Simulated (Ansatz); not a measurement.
# HNO2 (nitrous acid) at B3LYP/def2-TZVP

What is the vertical singlet–triplet gap of HNO2 (nitrous acid) at B3LYP/def2-TZVP? 

Program for the calculation: Ansatz 0.2.0.

55 further runs of the same task are left out: 55 set aside as unsound or not needed.

## 1. The structure to begin with

The species is HNO2 (4 atoms), meant as a singlet with charge 0. SMILES: `O=NO`. Geometry: relaxed at PBE0-D4/def2-TZVP.

Bond lengths: O1–N2 1.162 Å, N2–O3 1.397 Å, O3–H4 0.967 Å. Angles: O1–N2–O3 111.2°, N2–O3–H4 102.9°.

## 2. The energy at B3LYP/def2-TZVP

Input file run.yaml:

```yaml
crystal:
  periodic: [false, false, false]
  atoms:
    - symbol: O
      position_ang: [0.413650, 0.047230, 1.437260]
    - symbol: "N"
      position_ang: [0.320150, -0.419400, 0.377370]
    - symbol: O
      position_ang: [-0.362650, 0.434660, -0.492650]
    - symbol: H
      position_ang: [-0.371140, -0.062490, -1.321980]
basis:
  gaussian: {orbitals: def2-TZVP}
hamiltonian: {xc: {name: B3LYP}}
accuracy: high
output: {orbitals: {seedname: orbitals}}
```

The run is started by

```bash
$ ansatz run run.yaml --threads 1 --pin off --max-ram 3480MiB --events-out events.jsonl --progress --plain --runs-dir runs
```

Standard output:

```text
Warning: RAYON_NUM_THREADS=1 ignored (pool sized by the plan → 1); use --threads N
Functional definition: B3LYP
  name "B3LYP"
  parameter a0 = 0.2
  parameter ax = 0.72
  parameter ac = 0.81
  exchange = (1 - a0 - ax)*slater_x + ax*b88_x + a0*exact_x
  correlation = (1 - ac)*vwn_rpa_c + ac*lyp_c
1704 factors; integrals over basis functions are off by at most 3.2e-9 eV
mean field evaluation 1: about -5596.4618 eV, gradient 4.9e1 eV
mean field evaluation 2: about -5589.4037 eV, gradient 8.2e1 eV
mean field evaluation 4: about -5599.9670 eV, gradient 2.3e0 eV
mean field evaluation 8: about -5599.9775 eV, gradient 3.3e-2 eV
mean field evaluation 16: about -5599.9775 eV, gradient 8.6e-7 eV
mean field -5599.97749369 eV, -205.7953770920 hartree, gradient 9.8e-8 eV, S^2 0.000000; 0 other end points of the search recorded, 0 dependent functions left out
reference -5599.97752111 eV, -205.7953780997 hartree; 12, 12 occupied and 87, 87 virtual orbitals, 1704 factors
Total energy: -5599.97752111 eV, -205.7953780997 hartree
```

Wall time 4.2 s (1 thread of Arm Neoverse V1, shared host); peak memory 0.24 GiB.

## 3. The triplet

Input file molecule.yaml:

```yaml
basis:
  gaussian: {orbitals: def2-TZVP}
crystal:
  periodic: [false, false, false]
  atoms:
    - {symbol: O, position_ang: [0.413650, 0.047230, 1.437260]}
    - {symbol: "N", position_ang: [0.320150, -0.419400, 0.377370]}
    - {symbol: O, position_ang: [-0.362650, 0.434660, -0.492650]}
    - {symbol: H, position_ang: [-0.371140, -0.062490, -1.321980]}
magnetization: {spin_polarized: true, initial_magnetization: 2}
hamiltonian: {xc: {name: B3LYP}}
accuracy: high
output: {orbitals: {seedname: orbitals}}
```

The run is started by

```bash
$ ansatz run molecule.yaml --threads 1 --pin off --max-ram 3480MiB --events-out events.jsonl --progress --plain --runs-dir runs
```

Standard output (excerpt; [...] marks lines left out):

```text
Warning: RAYON_NUM_THREADS=1 ignored (pool sized by the plan → 1); use --threads N
[... 7 set-up lines as earlier in the session ...]
1704 factors; integrals over basis functions are off by at most 3.2e-9 eV
mean field evaluation 1: about -5595.0771 eV, gradient 2.8e1 eV
mean field evaluation 2: about -5592.7314 eV, gradient 3.9e1 eV
mean field evaluation 4: about -5597.4851 eV, gradient 2.5e0 eV
mean field evaluation 8: about -5597.5314 eV, gradient 4.3e-1 eV
mean field evaluation 16: about -5597.5322 eV, gradient 8.6e-5 eV
mean field -5597.53222113 eV, -205.7055149831 hartree, gradient 3.4e-8 eV, S^2 2.008628; 0 other end points of the search recorded, 0 dependent functions left out
reference -5597.53224895 eV, -205.7055160051 hartree; 13, 11 occupied and 86, 88 virtual orbitals, 1704 factors
Total energy: -5597.53224895 eV, -205.7055160051 hartree
```

Wall time 7.5 s (1 thread of Arm Neoverse V1, shared host); peak memory 0.31 GiB.

## 4. Summary of results

At B3LYP/def2-TZVP:

| quantity | value |
| --- | --- |
| singlet: total energy | -205.79538 Eh |
| singlet: HOMO energy | -7.91 eV |
| singlet: LUMO energy | -2.45 eV |
| singlet: HOMO–LUMO gap | 5.46 eV |
| triplet: total energy | -205.70552 Eh |
| triplet: HOMO energy (highest over α and β) | -5.31 eV |
| triplet: LUMO energy (lowest over α and β) | -4.79 eV |
| triplet: ⟨S²⟩ | 2.009 |
| vertical energy of the triplet above the singlet | 2.445 eV |

What this shows: At this shape the triplet lies 2.45 eV (236 kJ/mol) above the singlet.
